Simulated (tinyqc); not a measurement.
Inside a calculation. Method: Pariser-Parr-Pople SCF with singles CI, for the molecule Fc1ccoc1 (SMILES; centres numbered as the heavy atoms are written). One step of it, computed by the program tinyqc.

Question. Iteration 3: Fock matrix. F_rr = H_rr + P_rr gamma_rr / 2 + sum_(s != r) P_ss gamma_rs; F_rs = H_rs - P_rs gamma_rs / 2; E = tr P (H + F) / 2 + core repulsion sum_(r<s) z_r z_s gamma_rs.

P after iteration 2, order 1F, 2C, 3C, 4C, 5O, 6C:
$$\begin{pmatrix}
1.915463 & 0.260608 & -0.160543 & 0.030298 & 0.063697 & -0.195316 \\
0.260608 & 1.049928 & 0.583017 & -0.097679 & -0.216678 & 0.716774 \\
-0.160543 & 0.583017 & 1.130541 & 0.723957 & -0.258460 & -0.068134 \\
0.030298 & -0.097679 & 0.723957 & 1.120939 & 0.503160 & -0.414201 \\
0.063697 & -0.216678 & -0.258460 & 0.503160 & 1.598397 & 0.462448 \\
-0.195316 & 0.716774 & -0.068134 & -0.414201 & 0.462448 & 1.184732
\end{pmatrix}$$

core matrix H (eV), order 1F, 2C, 3C, 4C, 5O, 6C:
$$\begin{pmatrix}
-63.722487 & -2.100000 & 0.000000 & 0.000000 & 0.000000 & 0.000000 \\
-2.100000 & -47.647823 & -2.390000 & 0.000000 & 0.000000 & -2.390000 \\
0.000000 & -2.390000 & -43.564457 & -2.390000 & 0.000000 & 0.000000 \\
0.000000 & 0.000000 & -2.390000 & -43.604450 & -2.240000 & 0.000000 \\
0.000000 & 0.000000 & 0.000000 & -2.240000 & -61.474682 & -2.240000 \\
0.000000 & -2.390000 & 0.000000 & 0.000000 & -2.240000 & -45.734116
\end{pmatrix}$$

repulsion gamma_rs (eV), order 1F, 2C, 3C, 4C, 5O, 6C:
$$\begin{pmatrix}
21.400000 & 6.300946 & 4.259754 & 3.194529 & 3.353752 & 4.259754 \\
6.300946 & 11.130000 & 5.344818 & 4.046371 & 4.574962 & 5.344818 \\
4.259754 & 5.344818 & 11.130000 & 5.346212 & 4.574406 & 4.045107 \\
3.194529 & 4.046371 & 5.346212 & 11.130000 & 6.308436 & 4.045936 \\
3.353752 & 4.574962 & 4.574406 & 6.308436 & 21.500000 & 6.309373 \\
4.259754 & 5.344818 & 4.045107 & 4.045936 & 6.309373 & 11.130000
\end{pmatrix}$$

Centres (angstrom, eV; a flat drawing with bonds scaled to 1.40 angstrom):
```
centre          x          y  core charge z          W   gamma_rr
1F       2.159000   0.000000              2  39.000000  21.400000
2C       0.759000   0.000000              1  11.160000  11.130000
3C      -0.064000   1.133000              1  11.160000  11.130000
4C      -1.395000   0.700000              1  11.160000  11.130000
5O      -1.395000  -0.700000              2  33.000000  21.500000
6C      -0.064000  -1.133000              1  11.160000  11.130000
```

Give: F; pi energy.

Answer.

F (eV), order 1F, 2C, 3C, 4C, 5O, 6C:
$$\begin{pmatrix}
-17.8075 & -2.9210 & 0.3419 & -0.0484 & -0.1068 & 0.4160 \\
-2.9210 & -5.5127 & -3.9481 & 0.1976 & 0.4956 & -4.3055 \\
0.3419 & -3.9481 & -5.4051 & -4.3252 & 0.5912 & 0.1378 \\
-0.0484 & 0.1976 & -4.3252 & -6.0782 & -3.8271 & 0.8379 \\
-0.1068 & 0.4956 & 0.5912 & -3.8271 & -13.3467 & -3.6989 \\
0.4160 & -4.3055 & 0.1378 & 0.8379 & -3.6989 & -6.1767
\end{pmatrix}$$

pi energy = -152.1565 eV
